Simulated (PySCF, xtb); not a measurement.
formamide (CH₃NO), SMILES NC=O. The values are those of a single conformer.

Harmonic wavenumbers (cm⁻¹) from xtb 6.7.1 with GFN2-xTB at its own minimum, in rising order: 321, 534, 608, 957, 1020, 1242, 1362, 1463, 1795, 2776, 3459, 3544.

Question: What does PBE-D3(BJ)/def2-TZVP in PySCF 2.14.0 give at its own minimum? (An estimate is asked for; the answer gives what the named calculation found.)

Answer: 222, 548, 638, 994, 1018, 1237, 1367, 1561, 1750, 2844, 3485, 3623. Paired by order, the mean absolute difference is 42 cm⁻¹ and the zero-point energies are 27.3 and 27.6 kcal/mol.
